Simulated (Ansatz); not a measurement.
**Worked example: correlation energy of [AlH₂···H···NH], triplet**

Geometry: a point of a hydrogen-transfer path between rigid fragments, not a stationary point.

```yaml
atoms:
  - { symbol: Al, position_ang: [-0.9987, 0.0225, 0.0000] }
  - { symbol: H, position_ang: [-1.7917, 1.3959, 0.0000] }
  - { symbol: H, position_ang: [-1.7917, -1.3509, 0.0000] }
  - { symbol: H, position_ang: [0.6853, 0.0225, 0.0000] }
  - { symbol: N, position_ang: [1.9713, 0.0225, 0.0000] }
  - { symbol: H, position_ang: [2.2403, -0.9817, 0.0000] }
```

Basis cc-pVDZ; Ansatz 0.2.0. Only valence electrons are correlated (noble-gas cores frozen), which leaves 12 electrons in 46 orbitals. R marks a restricted (for open shells ROHF) determinant, U an unrestricted one.

Full CI isn't at hand for all of this; UCCSDT(Q) serves as the reference, and is uncertain by about the last step of the cluster series.

Runs differ by some tens of microhartree through their thresholds and, for an open shell, their frozen cores, so steps under 0.03 kcal/mol mean nothing.

```csv
level,total energy (hartree)
UHF,-298.549462
UMP2,-298.753969
UCCSD,-298.796657
UCCSD(T),-298.801663
UCCSDT,-298.802730
UCCSDT(Q),-298.803084
```

**Question.** What is the correlation energy at UCCSDT(Q), and what share of it do UMP2 and UCCSD recover?

**Answer.** E(corr) = -298.803084 − (-298.549462) = -0.253622 hartree = -6.901 eV. UMP2: -0.204507 / -0.253622 = 80.63 %. UCCSD: -0.247195 / -0.253622 = 97.47 %.

**Question.** By how many kcal/mol does UCCSD(T) miss UCCSDT(Q) (1 hartree = 627.509 kcal/mol), and which steps make up the rest?

**Answer.** -298.801663 − (-298.803084) = 0.001421 hartree = 0.89 kcal/mol. Steps: UCCSDT − UCCSD(T) = -0.67, UCCSDT(Q) − UCCSDT = -0.22 kcal/mol. Differences between like states or geometries often cancel part of this.
